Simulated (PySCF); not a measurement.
Molecule: SMILES C(=C)([O-])C(=O)O, [C3H3O3]-.

Cartesian coordinates in Å; atom numbers follow the order of the lines, from 1:
```xyz
9

C    -1.3082    0.5865   -0.1044
C    -0.6201   -0.5980   -0.1275
O    -1.0900   -1.7611   -0.2827
C     0.8689   -0.4793    0.0570
O     1.6768   -1.3888    0.0765
O     1.3600    0.7988    0.2214
H    -0.8154    1.5322    0.0347
H    -2.3798    0.5981   -0.2279
H     2.3213    0.7176    0.3277
```

Total charge -1.

Frames of a GFN2-xTB Langevin trajectory at 300 K; GIAO PBE0/pcSseg-1 shieldings in PySCF 2.14.0 with density-fitted response routines, gas phase, non-relativistic; equivalent atoms averaged within each frame.

δ = σ(ref) − σ, references computed at the same level: ¹³C (186.93 ppm) and ¹H (31.72 ppm) vs TMS; ¹⁷O (336.08 ppm) vs H2O. The references are static minima.

Task: How do the shifts (ppm) fluctuate along the trajectory?

Result: 
```tsv
time (fs)	C4	C2	C1	O5	O3	O6	H9	H7	H8
250	173.3	159.2	61.7	403.9	305.0	209.7	4.39	3.95	2.54
425	179.8	170.4	79.2	442.4	352.8	227.6	4.91	5.07	3.19
625	183.1	162.7	71.1	409.2	293.3	230.6	4.32	3.84	3.08
800	181.3	173.7	72.5	424.8	339.9	213.4	4.18	3.50	3.55
1000	188.4	164.5	59.7	424.5	359.0	214.1	3.76	2.26	3.62
mean of frames	181.2	166.1	68.8	421.0	330.0	219.1	4.31	3.73	3.20
standard deviation	5.5	5.9	8.1	15.1	29.3	9.4	0.41	1.01	0.43
```

5 frames give an uncertainty of the mean of about the standard deviation over 2.2 at best, since frames this close in time may not be independent; classical motion lacks zero-point vibration, and the reference would need the same averaging.
